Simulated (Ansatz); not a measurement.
HS, SMILES `[SH]` radical: measurement beside calculation (Ansatz, PBE0-D4/def2-TZVP geometry).

Bond lengths: S1–H2 1.346 Å.

Measured: 0.758 D (dipole moment of free SH). Source: Gas phase detection and rotational spectroscopy of ethynethiol, HCCSH, 2018 (arxiv:1811.12798).

| functional (def2-TZVPP) | dipole (D) | error (D) |
| --- | --- | --- |
| PBE | 0.84 | 0.08 |
| r2SCAN | 0.88 | 0.12 |
| B3LYP | 0.84 | 0.08 |
| ωB97M-V | 0.83 | 0.08 |

The measured dipole is a vibrational average; the computed one belongs to the fixed geometry.

Enthalpy of formation at 298 K: 34.2 kcal/mol (zero for an element's reference state; older measured values of the G2 set, as listed by Staroverov and co-workers, J. Chem. Phys. 119, 12129, 2003). With their computed zero-point and thermal terms and the atoms' enthalpies of Curtiss and co-workers (1997) it gives an electronic atomization energy of 86.9 kcal/mol.

| level | atomization (kcal/mol) | error | error per bond |
| --- | --- | --- | --- |
| LDA (SPW92) | 99.5 | 12.7 | 12.7 |
| PBE-D4 | 88.1 | 1.2 | 1.2 |
| revPBE-D4 | 86.6 | -0.3 | -0.3 |
| BLYP-D4 | 88.0 | 1.2 | 1.2 |
| r2SCAN-D4 | 88.7 | 1.8 | 1.8 |
| B97M-V | 89.5 | 2.6 | 2.6 |
| PBE0-D4 | 86.8 | -0.1 | -0.1 |
| B3LYP-D4 | 88.3 | 1.4 | 1.4 |
| r2SCANh-D4 | 88.1 | 1.2 | 1.2 |
| r2SCAN0-D4 | 87.2 | 0.4 | 0.4 |
| HSE06-D4 | 86.8 | -0.1 | -0.1 |
| BHLYP-D4 | 85.8 | -1.0 | -1.0 |
| CAM-B3LYP-D4 | 88.1 | 1.2 | 1.2 |
| ωB97X-V | 88.8 | 1.9 | 1.9 |
| ωB97M-V | 88.8 | 1.9 | 1.9 |
| B2PLYP | 86.4 | -0.5 | -0.5 |
| PBE-QIDH | 85.4 | -1.5 | -1.5 |
| PBE | 87.9 | 1.1 | 1.1 |
| revPBE | 86.0 | -0.9 | -0.9 |
| BLYP | 87.7 | 0.8 | 0.8 |
| r2SCAN | 88.6 | 1.8 | 1.8 |
| PBE0 | 86.6 | -0.2 | -0.2 |
| B3LYP | 88.1 | 1.2 | 1.2 |
| r2SCANh | 88.0 | 1.2 | 1.2 |
| r2SCAN0 | 87.2 | 0.3 | 0.3 |
| HSE06 | 86.7 | -0.2 | -0.2 |
| BHLYP | 85.7 | -1.2 | -1.2 |
| CAM-B3LYP | 87.9 | 1.1 | 1.1 |
| LC-ωPBE | 85.5 | -1.4 | -1.4 |
| HF/def2-TZVPP | 60.8 | -26.1 | -26.1 |
| MP2/def2-TZVPP | 82.8 | -4.1 | -4.1 |
| SCS-MP2/def2-TZVPP | 84.7 | -2.2 | -2.2 |
| CCSD/def2-TZVPP | 83.8 | -3.0 | -3.0 |
| CCSD(T)/def2-TZVPP | 84.8 | -2.1 | -2.1 |
| HF/def2-QZVPP | 61.1 | -25.8 | -25.8 |
| MP2/def2-QZVPP | 84.5 | -2.4 | -2.4 |
| SCS-MP2/def2-QZVPP | 86.6 | -0.3 | -0.3 |
| CCSD/def2-QZVPP | 85.4 | -1.4 | -1.4 |
| CCSD(T)/def2-QZVPP | 86.5 | -0.4 | -0.4 |
| HF/CBS(def2) | 61.1 | -25.8 | -25.8 |
| MP2/CBS(def2) | 85.6 | -1.3 | -1.3 |
| CCSD/CBS(def2) | 86.5 | -0.4 | -0.4 |
| CCSD(T)/CBS(def2) | 87.6 | 0.7 | 0.7 |

Functionals use def2-TZVPP; B3LYP here is the variant with VWN-RPA as its local correlation; programs differ in this. The calculations leave out spin–orbit coupling, scalar relativity and, for the correlated methods, core correlation; together these are worth up to about 1 kcal/mol a heavy atom. HSE06 is defined as in plane-wave codes. CBS extrapolates def2-TZVPP and def2-QZVPP. T1 = 0.011.
